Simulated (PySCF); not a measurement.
# C3H3NO: magnetic properties

One table from this session's results is given with a row withheld; the runs are named, their logs left out.

Computed with PySCF 2.14.0 and routines of our own; the level stands in each step. Atoms count from 0.

## The starting structure

8 atoms, charge 0, multiplicity 1; geometry from: GFN2-xTB.

Set-up of the first run:

What the job is given:

```
{"job": {"xc": "PBE0", "basis": "def2-SVP", "d3": "d3bj", "grid": 1, "kind": "geom"}, "charge": 0, "multiplicity": 1}
C     -0.833184    -0.531225     0.244654
C     -0.664878     0.744507    -0.192555
O      0.656884     0.948872    -0.373497
C      1.227844    -0.211919    -0.037848
N      0.393781    -1.122980     0.335817
H     -1.728333    -1.059866     0.496545
H     -1.335945     1.551246    -0.401489
H      2.292887    -0.309223    -0.096191
```

Run with:

```
OMP_NUM_THREADS=1 python excited_run.py task.json out
```

The driver reads the jobs from task.json and runs them one after another.

Steps of the session up to this table: Optimising the geometry at PBE0-D3(BJ)/def2-SVP; Magnetic properties: GIAO KT3/aug-pcSseg-1; Magnetic properties: GIAO B3LYP/aug-pcSseg-1; Magnetic properties: GIAO HF/aug-pcSseg-1; Magnetic properties: GIAO PBE/aug-pcSseg-1; Magnetic properties: GIAO wB97X/aug-pcSseg-1; Magnetic properties: GIAO PW91/aug-pcSseg-1.

One table of the session follows, with a row left open; its other results are not shown here.

It belongs to the step «Magnetic properties side by side». 

```
                  level  gap (eV)
  GIAO KT3/aug-pcSseg-1      5.03
GIAO B3LYP/aug-pcSseg-1      6.61
   GIAO HF/aug-pcSseg-1     10.27
  GIAO PBE/aug-pcSseg-1      5.04
GIAO wB97X/aug-pcSseg-1         ?
 GIAO PW91/aug-pcSseg-1      5.03
```

Estimate the missing values for GIAO wB97X/aug-pcSseg-1.

**Answer.** gap (eV): 10.71. In the column «gap (eV)» it is the highest.

Limits of these values: Vibrational averaging and real surroundings are missing from these values.
